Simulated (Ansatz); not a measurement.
Input for Ansatz (an electronic-structure program): R-PBE0/def2-TZVPPD on CH6O2 (a complex). Files ending in .json are basis or fitting sets from the Basis Set Exchange.

Ansatz 0.2 input:
```yaml
crystal:
  periodic: [false, false, false]
  atoms:
    - {symbol: O, position_ang: [-1.30801461, 0.45421850, -0.00376453]}
    - {symbol: H, position_ang: [-0.34374561, 0.42174650, -0.00341053]}
    - {symbol: C, position_ang: [-1.76944361, -0.88123350, 0.00450847]}
    - {symbol: H, position_ang: [-2.85572961, -0.84984650, 0.00364547]}
    - {symbol: H, position_ang: [-1.44741861, -1.44071750, -0.87702053]}
    - {symbol: H, position_ang: [-1.44848061, -1.42941250, 0.89350147]}
    - {symbol: O, position_ang: [2.63256739, 0.32407150, -0.00021653]}
    - {symbol: H, position_ang: [3.07177139, 0.71222350, -0.76008853]}
    - {symbol: H, position_ang: [3.07045139, 0.72667550, 0.75287347]}
basis:
  gaussian:
    orbitals: def2-TZVPPD.json
hamiltonian:
  xc: {name: PBE0}
scf: {lower_state_search: off}
```

Program output:

```
WARN ansatz: RAYON_NUM_THREADS=1 ignored (pool sized by the plan → 1); use --threads N
Functional definition: PBE0
these checks for a lower state are left out or cut short: stability, starts, cluster_reference, orbital_swaps, neighbouring_geometries, increment
integrals: 0.08 GiB planned
896 factors; their error is unknown
mean field: 0.88 GiB planned
mean field evaluation 1: about -5216.9915 eV, gradient 6.9e1 eV
mean field evaluation 2: about -5206.4727 eV, gradient 1.0e2 eV
mean field evaluation 4: about -5225.3201 eV, gradient 3.7e0 eV
mean field evaluation 8: about -5225.3492 eV, gradient 6.1e-2 eV
mean field evaluation 16: about -5225.3494 eV, gradient 6.9e-6 eV
mean field -5225.34936271 eV, -192.0280472105 hartree, gradient 6.9e-6 eV, S^2 0.000000; 0 other end points of the search recorded, 0 dependent functions left out
reference -5225.34940714 eV, -192.0280488433 hartree; 14, 14 occupied and 205, 205 virtual orbitals, 896 factors
Total energy: -5225.34940714 eV, -192.0280488433 hartree
Checks for a lower state left out: stability, starts, cluster_reference, orbital_swaps, neighbouring_geometries, increment
```

The calculation finished and met its thresholds.

Cost: about 1.4 core-seconds (a rough figure).
